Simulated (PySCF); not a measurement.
One of the candidates below gave these computed data.

All candidates are C4H7N.

* 13C NMR: chemical shifts (computed TMS as zero) by class: 181.0 (1 C), 154.5 (1 C), 133.4 (1 C), 17.6 (1 C) ppm [GIAO PBE/pcSseg-2]
* NMR, other nuclei: isotropic shieldings of nuclei other than C and H, by class: -84 (1 N) ppm [GIAO PBE/pcSseg-2]
* Valence photoelectron: vertical ionisation energy: 9.79 eV [ΔSCF CAM-B3LYP/def2-SVPD]
* Rotational structure: rotational constants A, B, C: 8.556, 4.311, 2.919 GHz [PBE0-D3(BJ)/def2-SVP]
* UV, first state: lowest singlet excitation: 4.84 eV (256 nm, f = 0.004) [TDDFT CAM-B3LYP/def2-SVPD]
* Triplet: lowest triplet excitation (Tamm–Dancoff): 3.53 eV [TDA CAM-B3LYP/def2-SVPD]
* Couplings: largest of the computed one-bond spin–spin couplings (means over like bonds): 13C–1H +179.4, 13C–1H +168.8, 13C–1H +167.9, 13C–1H +133.7 (×3), 13C–13C +77.0, 13C–13C +47.8, 13C–13C +47.4, 15N–1H -46.0 Hz [B3LYP/pcJ-1, spin–dipole term left out for some pairs]
* Dipole: 2.80 D [CAM-B3LYP/def2-SVPD]
* UV, strongest line: among the 10 lowest singlet transitions: S2 at 6.22 eV (199 nm, f = 0.496) [TDDFT CAM-B3LYP/def2-SVPD]
* 1H NMR: chemical shifts (computed TMS as zero) by class: 9.81 (1 H), 8.34 (1 H), 5.78 (1 H), 5.58 (1 H), 1.78 (3 H) ppm [GIAO PBE/pcSseg-2]

Gas-phase values; electronic properties from PySCF, density fitting. Levels stand in brackets. One conformer (not necessarily the lowest) at the PBE0-D3(BJ)/def2-SVP geometry, without solvent, vibrations or thermal averaging. Each NMR value is the plain mean over a class of atoms that symmetry, rotation or inversion makes alike.

Question: Which candidate is it?
A. `C=NC1CC1`
B. `CCC1=NC1`
C. `[H]/N=C\C(=C)C`

Answer: C. It is `[H]/N=C\C(=C)C`. Numbering: `[H]/[N:5]=[CH:4]\[C:2](=[CH2:1])[CH3:3]`. Its formula, C4H7N, gives 2 degrees of unsaturation: 0 rings and 2 π bonds in the structure found. 4 carbons fall into 4 classes; from least to most shielded: imine carbon [C4] (181.0 ppm), fully substituted alkene carbon [C2] (154.5 ppm), terminal =CH2 carbon [C1] (133.4 ppm), allylic carbon [C3] (17.6 ppm). Hydrogen classes from least to most shielded: 1 H on an imine nitrogen, N5 (9.81 ppm), 1 H on an imine carbon, C4 (8.34 ppm), 1 H on a terminal =CH2 carbon, C1 (5.78 ppm), 1 H on a terminal =CH2 carbon, C1 (5.58 ppm), 3 H on an allylic carbon, C3 (1.78 ppm). The other shieldings belong to: -84 ppm, imine nitrogen [N5]. The couplings run between: +179.4 Hz, imine carbon [C4] and its hydrogen; +168.8 Hz, terminal =CH2 carbon [C1] and its hydrogen; +167.9 Hz, terminal =CH2 carbon [C1] and its hydrogen; +133.7 Hz, allylic carbon [C3] and its hydrogen (with 2 like pairs); +77.0 Hz, terminal =CH2 carbon [C1] and fully substituted alkene carbon [C2]; +47.8 Hz, fully substituted alkene carbon [C2] and imine carbon [C4]; +47.4 Hz, fully substituted alkene carbon [C2] and allylic carbon [C3]; -46.0 Hz, imine nitrogen [N5] and its hydrogen. The first electron is taken from the HOMO, whose largest Löwdin shares are 0.32 on the terminal =CH2 carbon, 0.27 on the fully substituted alkene carbon, 0.17 on the imine nitrogen and 0.09 on the imine carbon. The optimised geometry has point group Cs and is an asymmetric top.

The others, at the same levels:
- `CCC1=NC1` fails: its computed lowest singlet excitation is 5.50 eV (225 nm, f = 0.000) (against 4.84 eV), vertical ionisation energy is 10.01 eV (against 9.79 eV) and lowest triplet excitation (Tamm–Dancoff) is 4.76 eV (against 3.53 eV).
- `C=NC1CC1` fails: its computed lowest singlet excitation is 5.08 eV (244 nm, f = 0.001) (against 4.84 eV), lowest triplet excitation (Tamm–Dancoff) is 4.26 eV (against 3.53 eV) and strongest line among the 10 lowest singlet transitions is S2 at 6.83 eV (182 nm, f = 0.370) (against S2 at 6.22 eV).

Each candidate is one conformer, not necessarily the lowest. The conformers computed, where there is a choice (atom-mapped SMILES and torsion angles):
- `[H]/[N:5]=[CH:4]\[C:2](=[CH2:1])[CH3:3]`: C1–C2–C4–N5 180°
- `[CH3:1][CH2:2][C:3]1=[N:4][CH2:5]1`: C1–C2–C3–N4 -126°
- `[CH2:1]=[N:2][CH:3]1[CH2:4][CH2:5]1`: C1–N2–C3–C4 -146°
